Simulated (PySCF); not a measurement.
C2H3N, SMILES C(C)#N at its CAM-B3LYP/def2-SVP optimised geometry (Å):

```
6

C     -0.0984    -0.9577     0.0000
C     -0.6022     0.4107     0.0000
N     -1.0004     1.4921     0.0000
H     -0.4509    -1.4921     0.8929
H     -0.4509    -1.4921    -0.8929
H      1.0004    -0.9577     0.0000
```

Method: CAM-B3LYP/def2-TZVP (PySCF 2.14.0). Cells within 0.4 Å of a nucleus heavier than hydrogen are left out (blank, or x).

Map of the electron localisation function on the plane z = 0.0 Å:

```
|00000000111100000000000000000|
|00000013455432100000000000000|
|00000246777764210000000000000|
|00002468888876421000000000000|
|00013688999987531000000000000|
|00024789999987532100000000000|
|00025789999987542100000000000|
|000246899xxx77643100000000000|
|000246787xxx67654210000000000|
|000135677xxx88764210000000000|
|00012456778888764200000000000|
|00012356788xx5664100000000000|
|00001356773xxx553100000000000|
|00001345762xxx763100000000000|
|00001234565458863234543000000|
|00000012457899865689998400000|
|00000001236886468999999710000|
|0000000012453xx29999999820000|
|0000000002441xxx9999999830000|
|0000000012465xx39999999820000|
|00000000125665457999999610000|
|00000000124566444689997300000|
|00000000012444322346763000000|
|00000000001222211112210000000|
|00000000000111000000000000000|
|00000000000000000000000000000|
|00000000000000000000000000000|
|00000000000000000000000000000|
|00000000000000000000000000000|
```
Scale: ten equal steps from 0.000 (start of '0') to 1.000 (end of '9'), in the order '0123456789'; x runs from -3.50 to 3.50, y from -3.50 (bottom) to 3.50 (top).
